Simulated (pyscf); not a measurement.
Thermochemistry of product channels of H₃C–SiH₂–Cl (SMILES C[SiH2]Cl) + Cl• (SMILES [Cl]) on the doublet surface, in kcal/mol, from ωB97M-D3(BJ)/def2-TZVP energies (ideal gas, 1 atm, RRHO with modes under 100 cm⁻¹ raised to 100, one conformer, R ln 2 for chiral ones without a mode under 150 cm⁻¹). PySCF, gas phase, ωB97X-D3(BJ)/def2-SVP geometries.

```
products                                                                            ΔE  ΔH(298 K)  ΔG(298 K)  ΔG(900 K)
-------------------------------------------------------------------------------  -----  ---------  ---------  ---------
CH₂ (SMILES [CH2]) [triplet] + Cl–SiH₂–Cl (SMILES Cl[SiH2]Cl) + H• (SMILES [H])  +99.9      +90.7      +80.8      +59.4
H₃C–Si•(Cl)–Cl (SMILES C[Si](Cl)Cl) + H₂ (SMILES [H][H])                         -28.9      -31.2      -31.8      -34.0
CH₄ (SMILES C) + Cl–SiH•–Cl (SMILES Cl[SiH]Cl)                                   -32.7      -32.1      -34.0      -36.8
H₃C–SiH•–Cl (SMILES C[SiH]Cl) + HCl (SMILES Cl)                                   -8.5       -9.6      -11.9      -16.5
```

These are energies of the channels, which say nothing of barriers. Left out: orbital degeneracy and the spin-orbit lowering of Cl.
